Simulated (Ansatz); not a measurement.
Molecule: acetamide, C2H5NO, net charge 0, singlet state. SMILES: NC(=O)C
Coordinates optimised at B3LYP-D3(BJ)/def2-TZVP (Ansatz, an electronic-structure program):
```xyz
9

O      0.4073     1.2798     0.2946
C      0.0816     0.1387     0.0326
N      0.9986    -0.8468    -0.1812
C     -1.3711    -0.2792    -0.0780
H      0.7349    -1.7900    -0.3981
H     -1.8457     0.3222    -0.8532
H     -1.5079    -1.3352    -0.3102
H     -1.8688    -0.0520     0.8647
H      1.9753    -0.6128    -0.1189
```

Wanted: atomisation energy, in kcal/mol. Conventions: no dispersion term unless named; valence correlation only; atomisation electronic, to ground-state atoms; non-relativistic; spin-orbit terms left out; 6-31G* and kin with 6d, 5d where marked; UHF or UKS for open shells. CBS marks a two-point X^-3 extrapolation of the correlation energy; Hartree-Fock from the larger set. [CCSD(T)-MP2]/basis is that difference in the basis named. First-principles rows: single points at B3LYP-D3(BJ) geometries (Ansatz).

```json
[
 {"species": "CC(N)=O", "coefficient": "-1", "E at B3LYP/6-31G* (Ansatz), Eh": "-209.21197", "E at wB97M-V/def2-TZVPD (Ansatz), Eh": "-209.22221"},
 {"species": "C atom", "coefficient": "+2", "E at B3LYP/6-31G* (Ansatz), Eh": "-37.84628", "E at wB97M-V/def2-TZVPD (Ansatz), Eh": "-37.84643"},
 {"species": "H atom", "coefficient": "+5", "E at B3LYP/6-31G* (Ansatz), Eh": "-0.50027", "E at wB97M-V/def2-TZVPD (Ansatz), Eh": "-0.49411"},
 {"species": "N atom", "coefficient": "+1", "E at B3LYP/6-31G* (Ansatz), Eh": "-54.58449", "E at wB97M-V/def2-TZVPD (Ansatz), Eh": "-54.59266"},
 {"species": "O atom", "coefficient": "+1", "E at B3LYP/6-31G* (Ansatz), Eh": "-75.06062", "E at wB97M-V/def2-TZVPD (Ansatz), Eh": "-75.07806"}
]
```

Coupled cluster (Ansatz) is a level with limits of its own, used here on species with T1 under 0.025 (0.045 for open shells) and stable references: RI-MP2/CBS(aug-cc-pVTZ,aug-cc-pVQZ)+[CCSD(T)-MP2]/aug-cc-pVTZ. Value to compare with, RI-MP2/CBS(aug-cc-pVTZ,aug-cc-pVQZ)+[CCSD(T)-MP2]/aug-cc-pVTZ (Ansatz): 867.1 kcal/mol. 1 Eh = 627.5095 kcal/mol.

Problem. Work the quantity out at each level, and compare with RI-MP2/CBS(aug-cc-pVTZ,aug-cc-pVQZ)+[CCSD(T)-MP2]/aug-cc-pVTZ (Ansatz).

Solution. 
- B3LYP/6-31G*: the sum of coefficient times E is 1.37295 Eh, or 861.54 kcal/mol. Result: 861.5 kcal/mol. Its difference against RI-MP2/CBS(aug-cc-pVTZ,aug-cc-pVQZ)+[CCSD(T)-MP2]/aug-cc-pVTZ (Ansatz) is -5.6 kcal/mol.
- wB97M-V/def2-TZVPD: the sum of coefficient times E is 1.38808 Eh, or 871.03 kcal/mol. Result: 871.0 kcal/mol. Its difference against RI-MP2/CBS(aug-cc-pVTZ,aug-cc-pVQZ)+[CCSD(T)-MP2]/aug-cc-pVTZ (Ansatz) is 3.9 kcal/mol.
